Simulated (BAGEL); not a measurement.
# HNO3 (peroxynitrous acid): RI-MP2/6-311+G(d,p) (density fitting with qzvpp-jkfit)

What is the energy change on altering one bond length of HNO3 (peroxynitrous acid) at RI-MP2/6-311+G** (density fitting with qzvpp-jkfit)? 

The results are computed with BAGEL 1.2.2.

### 1 The structure to begin with

HNO3 has 5 atoms, charge 0, and is taken as a singlet. As SMILES, `O=NOO`. The coordinates come from a GFN2-xTB relaxation. This is one conformer, not always the lowest.

Bond lengths: O1–N2 1.201 Å, N2–O3 1.273 Å, O3–O4 1.436 Å, O4–H5 0.984 Å. Angles: O1–N2–O3 119.9°, N2–O3–O4 119.3°, O3–O4–H5 102.4°.

### 2 A single-point energy at RI-MP2/6-311+G(d,p) (density fitting with qzvpp-jkfit)

input.json

```json
{ "bagel" : [

{
  "title" : "molecule",
  "basis" : "6-311+gss.json",
  "df_basis" : "qzvpp-jkfit",
  "angstrom" : true,
  "geometry" : [
    { "atom" : "O", "xyz" : [       0.065910,      -0.913420,       1.047340 ] },
    { "atom" : "N", "xyz" : [      -0.887330,      -0.616080,       0.379900 ] },
    { "atom" : "O", "xyz" : [      -0.768700,       0.249290,      -0.545570 ] },
    { "atom" : "O", "xyz" : [       0.510450,       0.860430,      -0.776300 ] },
    { "atom" : "H", "xyz" : [       1.079670,       0.419780,      -0.105350 ] }
  ]
},

{
  "title" : "hf"
},

{
  "title" : "mp2",
  "ncore" : 4
}

]}
```

The basis set 6-311+G** is read from a file made from the Basis Set Exchange's data (not shown).

On the command line:

```sh
$ BAGEL_NUM_THREADS=1 BAGEL input.json > input.out
```

Output:

```text
* using 1 threads per process

  ===============================================================
  ===============================================================

  *** Geometry ***

  { "atom" : "O", "xyz" : [      0.124552,     -1.726114,      1.979186 ] },
  { "atom" : "N", "xyz" : [     -1.676811,     -1.164222,      0.717907 ] },
  { "atom" : "O", "xyz" : [     -1.452632,      0.471090,     -1.030978 ] },
  { "atom" : "O", "xyz" : [      0.964611,      1.625977,     -1.466994 ] },
  { "atom" : "H", "xyz" : [      2.040281,      0.793269,     -0.199083 ] },

  Number of auxiliary basis functions:      326

  Since a DF basis is specified, we compute 2- and 3-index integrals:
    o Being stored without compression. Storage requirement is 0.023 GB

  Number of basis functions:       94
  Number of electrons      :       32

    * METHOD: MOLECULE                             0.10

  *** RHF ***

  === Nuclear Repulsion ===
   123.3691381201

      * DIIS with orbital gradients will be used.

  === RHF iteration (6-311+gss.json) ===
      0       -279.25794800          0.02409650           0.03
      1       -279.37471276          0.01929052           0.03
      2       -279.46279531          0.00301003           0.03
      3       -279.46805371          0.00159360           0.03
      4       -279.46963746          0.00057154           0.04
      5       -279.46994014          0.00027923           0.03
      6       -279.47003555          0.00010891           0.03
      7       -279.47005081          0.00004002           0.03
      8       -279.47005186          0.00002314           0.04
      9       -279.47005220          0.00001138           0.03
     10       -279.47005230          0.00000504           0.03
     11       -279.47005231          0.00000226           0.03
     12       -279.47005231          0.00000067           0.03
     13       -279.47005231          0.00000027           0.03
     14       -279.47005231          0.00000013           0.03
     15       -279.47005231          0.00000006           0.03
     16       -279.47005231          0.00000003           0.03
     17       -279.47005231          0.00000002           0.03
     18       -279.47005231          0.00000001           0.03
    * SCF iteration converged.

    * Permanent dipole moment:
           (   -0.381977,    -0.038884,    -0.075095) a.u.

    * METHOD: HF                                   0.73

  *** RHF ***

  === Nuclear Repulsion ===
   123.3691381201

      * DIIS with orbital gradients will be used.

  === RHF iteration (6-311+gss.json) ===
      0       -279.47005231          0.00000000           0.03
    * SCF iteration converged.

    * Permanent dipole moment:
           (   -0.381977,    -0.038883,    -0.075095) a.u.

  === DF-MP2 calculation ===

    * freezing 4 orbitals
    * 3-index integral transformation done
    * assembly done

      MP2 correlation energy:   -0.7887288288      0.03

      MP2 total energy:       -280.2587811420

    * METHOD: MP2                                  0.11

  ===============================================================
```

Run time: 1.1 s. Hardware: 1 thread of Arm Neoverse V2, shared host; peak memory 0.088 GiB.

### 3 The distorted shape, same level

job.json

```json
{ "bagel" : [

{
  "title" : "molecule",
  "basis" : "6-311+gss.json",
  "df_basis" : "qzvpp-jkfit",
  "angstrom" : true,
  "geometry" : [
    { "atom" : "O", "xyz" : [      -0.573623,      -1.218970,       1.162697 ] },
    { "atom" : "N", "xyz" : [      -1.526863,      -0.921630,       0.495257 ] },
    { "atom" : "O", "xyz" : [      -1.408233,      -0.056260,      -0.430213 ] },
    { "atom" : "O", "xyz" : [       0.510450,       0.860430,      -0.776300 ] },
    { "atom" : "H", "xyz" : [       1.079670,       0.419780,      -0.105350 ] }
  ]
},

{ "title" : "hf" },

{ "title" : "mp2", "ncore" : 4 }

]}
```

The basis set 6-311+G** is read from a file made from the Basis Set Exchange's data (not shown).

On the command line:

```sh
$ BAGEL_NUM_THREADS=1 BAGEL job.json > job.out
```

Output:

```text
* using 1 threads per process

  ===============================================================
  ===============================================================

  *** Geometry ***

  { "atom" : "O", "xyz" : [     -1.083990,     -2.303519,      2.197179 ] },
  { "atom" : "N", "xyz" : [     -2.885353,     -1.741628,      0.935900 ] },
  { "atom" : "O", "xyz" : [     -2.661175,     -0.106316,     -0.812985 ] },
  { "atom" : "O", "xyz" : [      0.964611,      1.625977,     -1.466994 ] },
  { "atom" : "H", "xyz" : [      2.040281,      0.793269,     -0.199083 ] },

  Number of auxiliary basis functions:      326

  Since a DF basis is specified, we compute 2- and 3-index integrals:
    o Being stored without compression. Storage requirement is 0.023 GB

  Number of basis functions:       94
  Number of electrons      :       32

    * METHOD: MOLECULE                             0.10

  *** RHF ***

  === Nuclear Repulsion ===
   109.3290734601

      * DIIS with orbital gradients will be used.

  === RHF iteration (6-311+gss.json) ===
      0       -278.80288126          0.04126935           0.03
      1       -275.49744200          0.08869772           0.03
      2       -279.11415626          0.02146300           0.03
      3       -279.27209960          0.01007130           0.03
      4       -279.32730717          0.00355996           0.03
      5       -279.34083217          0.00390832           0.03
      6       -279.34632123          0.00396783           0.03
      7       -279.35128918          0.00233364           0.03
      8       -279.35590722          0.00061695           0.03
      9       -279.35628046          0.00039302           0.03
     10       -279.35648184          0.00032205           0.03
     11       -279.35669223          0.00017486           0.03
     12       -279.35671894          0.00011525           0.03
     13       -279.35672380          0.00004673           0.03
     14       -279.35672541          0.00001365           0.03
     15       -279.35672556          0.00000672           0.03
     16       -279.35672559          0.00000410           0.03
     17       -279.35672559          0.00000238           0.03
     18       -279.35672560          0.00000120           0.03
     19       -279.35672560          0.00000089           0.03
     20       -279.35672560          0.00000035           0.04
     21       -279.35672560          0.00000016           0.04
     22       -279.35672560          0.00000009           0.03
     23       -279.35672560          0.00000007           0.03
     24       -279.35672560          0.00000005           0.03
     25       -279.35672560          0.00000003           0.03
     26       -279.35672560          0.00000002           0.03
     27       -279.35672560          0.00000002           0.03
     28       -279.35672560          0.00000002           0.04
     29       -279.35672560          0.00000001           0.03
    * SCF iteration converged.

    * Permanent dipole moment:
           (   -0.597213,    -0.006561,    -0.186728) a.u.

    * METHOD: HF                                   1.10

  *** RHF ***

  === Nuclear Repulsion ===
   109.3290734601

      * DIIS with orbital gradients will be used.

  === RHF iteration (6-311+gss.json) ===
      0       -279.35672560          0.00000001           0.03
    * SCF iteration converged.

    * Permanent dipole moment:
           (   -0.597213,    -0.006561,    -0.186729) a.u.

  === DF-MP2 calculation ===

    * freezing 4 orbitals
    * 3-index integral transformation done
    * assembly done

      MP2 correlation energy:   -0.8641084918      0.04

      MP2 total energy:       -280.2208340897

    * METHOD: MP2                                  0.11

  ===============================================================
```

Wall time 1.5 s (1 thread of Arm Neoverse V2, shared host); peak memory 0.087 GiB.

### 4 Results

At RI-MP2/6-311+G** (density fitting with qzvpp-jkfit), 4 core orbitals frozen:

```
                                                         quantity          value
                                        first shape: total energy  -280.25878 Eh
         first shape: correlation energy (4 core orbitals frozen)     -788.7 mEh
                                    distorted shape: total energy  -280.22083 Eh
     distorted shape: correlation energy (4 core orbitals frozen)     -864.1 mEh
energy change with the O3–O4 bond stretched from 1.436 to 2.154 Å       1.033 eV
```

One bond (distorted shape) is far stretched, which a spin-restricted single reference describes badly; perturbation theory on it can break down and give far too much correlation. With the O3–O4 bond stretched from 1.436 to 2.154 Å the energy rises by 1.03 eV (100 kJ/mol). The first shape isn't relaxed at this level, so the change isn't measured from a minimum. A restricted reference can't describe the breaking bond well at this length.
